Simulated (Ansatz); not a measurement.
System: bcc V. Method: PBE-D4 (Ansatz, a first-principles code, plane waves, PAW).

Run with plane-wave cutoff 520 eV, 26×26×26 k mesh, Fermi–Dirac smearing 0.05 eV, no spin polarisation, scalar-relativistic PAW data made under PBE.

Cell (relaxed at this level):

Space group Im-3m (No. 229); a = 2.9763 Å, b = 2.9763 Å, c = 2.9763 Å, α = 90.00°, β = 90.00°, γ = 90.00°

```json
[
 {"atom": "V", "site": "2a", "symmetry": "m-3m", "x": "0.0000", "y": "0.0000", "z": "0.0000"}
]
```
(The calculation used a cell of 1 atom; values per cell refer to that cell.)

**Question.** Estimate the bulk modulus B0 and pressure derivative B′ of the bulk modulus that the calculation returns.

**Answer.** 
- bulk modulus B0: 190 GPa
- pressure derivative B′ of the bulk modulus: 3.8

The run finds no gap.

Measured, for comparison: bulk modulus 161 GPa (corrected for temperature and zero-point phonon effects, our sources range from 159 to 166; as tabulated in Levämäki et al. (2014), arXiv:1402.3671). Computed (rounded) less measured: bulk modulus +18 % (+14 % to +19 % over the range).

Computed values are for the static lattice.

Cost on a shared machine: around 30 core-seconds (rough).
